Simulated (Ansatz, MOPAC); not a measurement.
Barrier height from H + FH to the transition structure FH2, without zero-point energy, on the benchmark's geometries as Psi4's copy of the set gives them.
Transition structure (charge 0, multiplicity 2):
```xyz
3

H      0.0000     0.0000     1.1372
F      0.0000     0.0000     0.0000
H      0.0000     0.0000    -1.1372
```
Reactant (charge 0, multiplicity 1):
```tsv
atom	x (Å)	y (Å)	z (Å)
F	0.0000	0.0000	0.0000
H	0.9154	0.0000	0.0000
```

Open shells are unrestricted; no spin–orbit coupling.

Cores are frozen in the correlated methods. CBS(a, b) extrapolates the correlation energy as X⁻³ and adds the Hartree–Fock energy of set b. The state that AM1 reach isn't checked.

Codes used: Ansatz (Gaussian orbitals); MOPAC for AM1 (differences of heats of formation). 

```json
[
 {"level": "AM1", "barrier height (kcal/mol)": "32.92"},
 {"level": "HF/aug-cc-pVTZ", "barrier height (kcal/mol)": "57.23"},
 {"level": "PBE/def2-TZVPPD", "barrier height (kcal/mol)": "27.16"},
 {"level": "PBE0/def2-TZVPPD", "barrier height (kcal/mol)": "33.88"},
 {"level": "MP2/aug-cc-pVTZ", "barrier height (kcal/mol)": "45.74"},
 {"level": "MP2/aug-cc-pVQZ", "barrier height (kcal/mol)": "46.03"},
 {"level": "MP2/CBS(aug-cc-pVTZ, aug-cc-pVQZ)", "barrier height (kcal/mol)": "46.09"},
 {"level": "CCSD/cc-pVDZ", "barrier height (kcal/mol)": "___"},
 {"level": "CCSD(T)/CBS(aug-cc-pVTZ, aug-cc-pVQZ)", "barrier height (kcal/mol)": "___"}
]
```

Fill in the missing entries.


- CCSD/cc-pVDZ, barrier height (kcal/mol): 47.88
- CCSD(T)/CBS(aug-cc-pVTZ, aug-cc-pVQZ), barrier height (kcal/mol): 41.94

Ansatz is a quantum-chemistry and plane-wave program.
